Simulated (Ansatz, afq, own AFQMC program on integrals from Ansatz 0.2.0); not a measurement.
# Where AFQMC and coupled cluster stand for GaH₃Se, singlet

```yaml
atoms:
  - { symbol: Ga, position_ang: [0.0000, 0.0095, 0.9591] }
  - { symbol: Se, position_ang: [0.0000, -0.0268, -0.8766] }
  - { symbol: H, position_ang: [0.0000, 1.3964, 1.6736] }
  - { symbol: H, position_ang: [0.0000, -1.3897, 1.6496] }
  - { symbol: H, position_ang: [0.0000, 1.4364, -0.9983] }
```

Connectivity, by distances: GaH2–SeH.

Basis cc-pVDZ. Noble-gas cores (and the filled d shells of Ga–Kr and In–Xe) are frozen. AFQMC by an in-house program on the Cholesky factors that Ansatz 0.2.0 writes for its CCSD(T) run. The CISD trial takes its coefficients from CCSD amplitudes. Released means that phaseless walkers are propagated on without the constraint, phases kept. Error bars are statistical, one sigma. No spin–orbit coupling.

Determinant: RHF, the one that the program's search chose, which needn't be the lowest solution. The geometry is a point of a scan.

No full CI on the walks' own integrals is used here. The released AFQMC energy serves as the reference, which it does only where one determinant dominates, the energy is flat over the last release times and near the phaseless one (40 meV or 2 meV an electron, half that with transition metals). On small molecules, where full CI could be run and the noise was under 10 meV, such values lay within 10 meV of it in 19 cases of 20, a flattering rate, since the rule was set on those same cases; what remains of the bias isn't in the error bar.

Cautions: no relativity below Rb; no spin-orbit coupling; inner d shell frozen; the released value is read at 2.40 1/Eh with a noise of 13 meV, more than in the cases checked (meV from the phaseless value at times in 1/Eh: 13 ± 9 at 0.24, 11 ± 9 at 0.51, 2 ± 10 at 0.99, 7 ± 11 at 1.62, 12 ± 13 at 2.40).

The T1 diagnostic is 0.0102. The weight of the determinant in the CISD state is 0.887 and the size of the correlated space is 12 electrons in 41 orbitals.

| level | correlation energy (eV) |
| --- | --- |
| MP2 | -5.0328 |
| CCSD | -5.8866 |
| CCSD(T) | -6.0230 |

Question: Estimate where phaseless AFQMC with a CISD trial lies against CCSD(T) on the same integrals.

Answer: 4.7 ± 0.8 kJ/mol below CCSD(T).

Reference: AFQMC with the constraint released, correlation energy -6.059 ± 0.013 eV.

| level | E − E(reference) (kJ/mol) | share of correlation (%) |
| --- | --- | --- |
| CCSD(T) | 3.5 ± 1.3 | 99.40 |
| ph-AFQMC/CISD | -1.2 ± 1.5 | 100.20 |

A walk keeps the symmetry of its determinant, which the program's search chose and which needn't be the lowest solution, so a lower state of the same spin and another symmetry isn't excluded. Released energies are given only where the last usable release times agree within the noise; a slower fall can still hide under it.
